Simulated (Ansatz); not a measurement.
System: C2H5O, net charge 0, doublet state. It need not be the lowest isomer of its formula. SMILES: [CH2]OC
Coordinates optimised at B3LYP-D3(BJ)/def2-TZVP (Ansatz, a quantum-chemistry and plane-wave program):
```xyz
8

C     -0.0560     1.1737    -0.3437
O     -0.2494     0.1159     0.4755
C      0.1826    -1.1352    -0.0391
H      0.7035     1.1018    -1.1141
H     -0.3396     2.1210     0.0879
H      0.0061    -1.8765     0.7369
H     -0.3840    -1.3991    -0.9365
H      1.2500    -1.1055    -0.2808
```
Charge 0, spin multiplicity 2.

Computed values are from Ansatz. Cores are frozen in the correlated levels unless marked. Open shells are spin-unrestricted. No spin-orbit coupling. Non-relativistic. CBS(X,Y): correlation extrapolated as X^-3; Hartree-Fock from the larger set. [CCSD(T)-MP2]/basis is that difference in the basis named.

```
Item                                                                                Value
---------------------  ------------------------------------------------------------------
atomisation energy De  2905.7 kJ/mol at RI-MP2/CBS(cc-pVTZ,cc-pVQZ)+[CCSD(T)-MP2]/cc-pVTZ
total energy            -154.1936 Eh at RI-MP2/CBS(cc-pVTZ,cc-pVQZ)+[CCSD(T)-MP2]/cc-pVTZ
dipole moment                                               1.36 D at CCSD(T)/aug-cc-pVDZ
T1 diagnostic                                                       0.016 at CCSD/cc-pVTZ
```
